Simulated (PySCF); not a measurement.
## AlC at BHandHLYP

Computed with BHandHLYP; PySCF, spin-free X2C with a Gaussian nucleus, basis sets Al x2c-TZVPPall, C x2c-TZVPPall.

* state: ⁴Σ⁻ (quartet), unpaired electrons σ ↑, π ↑↑
* bond length: 1.961 Å
* harmonic wavenumber: 643 cm⁻¹
* force constant: 2.02 mdyn/Å
* rotational constant Be: 0.5275 cm⁻¹
* anharmonicity ωexe: 4.24 cm⁻¹
* vibration–rotation constant αe: 0.00519 cm⁻¹
* well depth De to Al + C: 302 kJ/mol
* dissociation energy D0: 298 kJ/mol
* bond order (Mayer): 1.20
* dipole moment (positive dipole means Al(−)C(+)): -1.82 D

The state was picked by a PBE0 search and need not be the measured ground state.
